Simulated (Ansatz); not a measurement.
This Ansatz (a program for electronic structure) input (MP2/pcseg-4) gives -498.91825 Eh with 328 basis functions. A basis named .json is the Basis Set Exchange file of that set (core-valence sets with the plain set on hydrogen).

Ansatz 0.2 input:
```yaml
crystal:
  periodic: [false, false, false]
  atoms:
    - {symbol: C, position_ang: [0.01909113, 0.15267994, -1.32752912]}
    - {symbol: Cl, position_ang: [-0.01118660, 0.00667210, 0.64763898]}
    - {symbol: H, position_ang: [0.90111306, -0.49482969, -1.50763755]}
    - {symbol: H, position_ang: [-0.82548774, -0.53467571, -1.53705043]}
basis:
  gaussian:
    orbitals: pcseg-4.json
total_charge: -1
magnetization: {spin_polarized: false}
correlation: {method: mp2, electrons: outside_noble_gas}
```

Change:
```diff
- orbitals: pcseg-4.json
+ orbitals: cc-pV_5+d_Z.json
```

Question: What does the run give now?

Answer: -498.92419 Eh (MP2/cc-pV(5+d)Z, 301 functions), a change of -5.94 mEh.
